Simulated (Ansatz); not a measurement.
Reaction (formal exchange of groups at a C–F bond): `CO/C(F)=C/F` + CH₄ → `C/C=C(\F)OC` + H–F

Calculated with Ansatz (gas phase, PBE0-D4/def2-TZVP geometries, no zero-point term in ΔE). CCSD(T)/CBS is the MP2 limit (def2-TZVPP, def2-QZVPP) plus CCSD(T) − MP2 in def2-TZVPP, frozen cores. This one scheme is used for every species. Double bonds are as drawn, so ΔE can hold a change between cis and trans. DFT in def2-TZVPP. B3LYP here is the variant with VWN-RPA as its local correlation; programs differ in this. One conformer a species, not always the lowest.

```
             level  ΔE (kcal/mol)  difference from CCSD(T)/CBS
            PBE-D4          -13.0                          3.9
           PBE0-D4          -14.6                          2.3
           ωB97X-V          -13.3                          3.6
           ωB97M-V          -13.9                          3.0
            B2PLYP          -13.8                          3.1
               PBE          -12.2                          4.7
              PBE0          -13.9                          3.0
             B3LYP          -11.5                          5.4
     HF/def2-TZVPP          -12.1                          4.8
    MP2/def2-TZVPP          -18.5                         -1.6
SCS-MP2/def2-TZVPP          -16.4                          0.5
CCSD(T)/def2-TZVPP          -15.9                          1.0
     HF/def2-QZVPP          -12.1                          4.8
    MP2/def2-QZVPP          -19.1                         -2.2
SCS-MP2/def2-QZVPP          -17.1                         -0.2
      HF/CBS(def2)          -12.1                          4.8
       CCSD(T)/CBS          -16.9                            0
```

Largest T1 diagnostic among the species: 0.012.

In def2-TZVPP, CCSD(T) changes the Hartree–Fock value by −3.7 kcal/mol (the triples alone add −0.2 kcal/mol) and MP2 by −6.4 kcal/mol. From PBE to PBE0 (25 % exact exchange), in def2-TZVPP and without D4, ΔE moves by −1.7 kcal/mol. The D4 term adds −1.3 kcal/mol with B3LYP and −0.7 kcal/mol with PBE0; it sums over pairs of atoms, weighted by their polarisabilities, and B3LYP, whose exchange is more repulsive, gets the larger term.
